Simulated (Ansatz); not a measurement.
bcc Cs: PBE at its full settings (plane-wave cutoff 520 eV, 14×14×14 k mesh, Fermi–Dirac smearing 0.05 eV, scalar-relativistic PAW data made under PBE) and at cheaper ones, in a cell of 1 atom with Γ-centred meshes.

```csv
level and setting,equilibrium lattice constant a (Å),bulk modulus B0 (GPa)
PBE (Ansatz),6.162,1.96
PBE (300 eV cutoff) (Ansatz),6.161,1.96
PBE (Γ point alone) (Ansatz),6.312,4.37
PBE (2×2×2 k mesh) (Ansatz),5.303,3.23
PBE (4×4×4 k mesh) (Ansatz),6.198,1.69
PBE (6×6×6 k mesh) (Ansatz),6.170,1.92
PBE (Fermi-Dirac smearing of 0.3 eV) (Ansatz),6.195,1.67
```

Largest shifts from the full settings: lattice constant a -13.9 % (PBE (2×2×2 k mesh)), against a difference of +2.04 % of the full result from the reference 6.039 Å (measured, low-temperature or extrapolated to 0 K; zero-point anharmonic expansion removed; as tabulated in Csonka et al. (2009), arXiv:0903.4037); bulk modulus +123 % (PBE (Γ point alone)), against a difference of -7.1 % of the full result from the reference 2.11 GPa (measured, corrected for temperature and zero-point phonon effects, our sources range from 2.11 to 2.35; as tabulated in Levämäki et al. (2014), arXiv:1402.3671).

The full settings aren't shown to be converged themselves.

Ansatz's density-functional and Hartree–Fock values are scalar-relativistic unless marked +SOC, with PAW data made under PBE.

Run with cheap settings on purpose, which may leave them unconverged: PBE (2×2×2 k mesh), PBE (300 eV cutoff), PBE (4×4×4 k mesh), PBE (6×6×6 k mesh), PBE (Fermi-Dirac smearing of 0.3 eV), PBE (Γ point alone).

Ansatz is a first-principles code.
